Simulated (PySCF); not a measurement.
LiF, SMILES [Li][F]. Heavy atoms are numbered as in [Li:1][F:2].

Coordinates come from a PBE-D3(BJ)/def2-TZVPD optimisation.

Calculation: ωB97X/def2-TZVPD (PySCF).

ESP charges are fitted to the potential on shells at 1.4 to 2.0 van der Waals radii. Atomic charges (e), one atom of each kind:

```json
[
 {"atom": "Li1", "meta-Löwdin": "0.90", "ESP fit": "[?]"},
 {"atom": "F2", "meta-Löwdin": "-0.90", "ESP fit": "[?]"}
]
```

**Question.** Some entries are withheld; supply them. (Estimate from the structure and the level; the computed values follow.)

**Answer.** 
- Li1, ESP fit: 0.83
- F2, ESP fit: -0.83
